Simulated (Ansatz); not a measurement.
A run of Ansatz (development build ahead of 0.2.0) on singlet C6H4 at this shape:

```xyz
10

C     0.0333    0.5896   -1.2277
C     0.0380   -0.6005   -1.2147
C     0.0022    1.5017   -0.1030
C     0.0137   -1.4273   -0.1666
C    -0.0255    0.7116    1.0126
C     0.0487   -0.6997    1.0437
H     0.0099    2.6001   -0.1481
H     0.0429   -2.5574   -0.1558
H    -0.0295    1.2354    2.0535
H     0.0173   -1.1829    2.0172
```

Its results:

```
Converged                       : yes
Reference energy                : -229.38852 hartree
Correlation energy              : -0.78214 hartree
Total energy                    : -230.17066 hartree
Spin squared of the determinant : 0.000
```

Which input gives this output? Name the method, the orbitals and the basis set, and write the input.

RHF-MP2 in cc-pVDZ. An unrestricted run that stays on the closed shell gives the same numbers.

```yaml
crystal:
  periodic: [false, false, false]
  atoms:
    - { symbol: C, position_ang: [0.03334, 0.5896, -1.22775] }
    - { symbol: C, position_ang: [0.03803, -0.60054, -1.21475] }
    - { symbol: C, position_ang: [0.00218, 1.50175, -0.10296] }
    - { symbol: C, position_ang: [0.01371, -1.42733, -0.16665] }
    - { symbol: C, position_ang: [-0.02554, 0.71155, 1.01258] }
    - { symbol: C, position_ang: [0.0487, -0.69971, 1.04366] }
    - { symbol: H, position_ang: [0.00991, 2.60009, -0.14808] }
    - { symbol: H, position_ang: [0.04288, -2.55739, -0.15581] }
    - { symbol: H, position_ang: [-0.02947, 1.23538, 2.05348] }
    - { symbol: H, position_ang: [0.01728, -1.18294, 2.01723] }
basis:
  gaussian: { orbitals: cc-pVDZ }
hamiltonian:
  xc: hf
correlation:
  method: mp2
  frozen_orbitals: { C: 1, H: 0 }
```

Caution: in another basis set an unrestricted determinant lies well below.
